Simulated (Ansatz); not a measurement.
# B2H, doublet in 6-31G: errors against full CI

Geometry: a point of a stretch scan, not a stationary point.

```xyz
3

B     0.0000    0.0000   -0.0361
B     0.0000    0.0000   -1.5588
H     0.0000    0.0000    1.5949
```

Basis 6-31G; Ansatz 0.2.0. Correlated methods freeze the noble-gas cores, which leaves 7 electrons in 18 orbitals. R marks a restricted (for open shells ROHF) determinant, U an unrestricted one. Active spaces: pair = (3e, 3o) about the gap; valence = (7e, 9o) chosen from the atoms' valence shells.

Full CI is exact within this basis and frozen core; it isn't the basis-set limit. The frozen core follows each run's orbitals, which can shift R against U totals by a few meV.

Unrestricted rows (U) aren't spin-pure: their determinants' ⟨S²⟩ exceeds S(S+1) by up to 1.03, so they mix in states of higher spin. For open shells CISD and CISDTQ are restricted-active-space CI with the open shells as a complete middle space. The determinant fills πx and πy unequally, so it is a mixture of Σ and Δ, which weighs on every level built on one determinant.

```
UHF ⟨S²⟩                          : 1.779
T1 diagnostic (RCCSD)             : 0.0314
largest doubles amplitude (RCCSD) : 0.167
T1 diagnostic (UCCSD)             : 0.0550
```

```
                   level  E − E(full CI) (kJ/mol)  share of correlation (%)  wall time
                     RHF                    332.6                      0.00          –
                     UHF                    233.0                     29.93          –
                    RMP2                    113.1                     65.99          –
                    UMP2                     56.0                     83.16          –
                    CISD                     42.9                     87.09      0.6 s
                   RCCSD                     23.4                     92.96          –
                  UCCSD*                    -59.7                    117.95          –
                RCCSD(T)                     13.4                     95.98      1.1 s
               UCCSD(T)*                    -94.4                    128.38      1.6 s
                 BCCD(T)                     13.6                     95.91      1.2 s
                 RCCSDT*                      3.5                     98.93          –
                 UCCSDT*                      2.9                     99.13          –
                  CISDTQ                      3.8                     98.87      2.8 s
              RCCSDT(Q)*                      0.0                    100.00      3.6 s
              UCCSDT(Q)*                     -0.6                    100.17        6 s
                RCCSDTQ*                      0.2                     99.94       24 s
                UCCSDTQ*                      0.2                     99.95       65 s
  CASSCF (valence space)                     63.5                     80.90          –
  NEVPT2 (valence space)                     18.9                     94.31      3.9 s
  MRCISD (valence space)                      1.5                     99.56          –
MRCISD+Q (valence space)                      0.5                     99.86      6.5 s
```

An asterisk marks runs whose energy the program itself flagged as in doubt.

The correlation energy at full CI, counted from RHF, is -3.447 eV. That run took 9.5 s on 1 thread of Arm Neoverse V1, shared host over 625,600 determinants.

Run but not shown, since their state, orbitals or frozen core can't be matched to the reference's or they repeat it: CASSCF (pair space), NEVPT2 (pair space).

Times hold each run's SCF and search for its determinant on a shared host, so for small cases they say little of a method's own cost; they ran on 1 thread of Arm Neoverse V1.

Not variational, and here over 5 meV under the exact energy: UCCSD, UCCSD(T), UCCSDT(Q).

The full-CI state has the irrep A1 of C2v, in the program's axes (one component, if the state is degenerate).

Natural occupations of full CI about the gap: 1.962 1.924 0.994 0.948 0.948 0.069 0.059 0.059 0.014 0.005; effectively unpaired electrons, Σ n²(2−n)², 3.06. No single determinant describes this state well, so single-reference rows can miss without a flag.
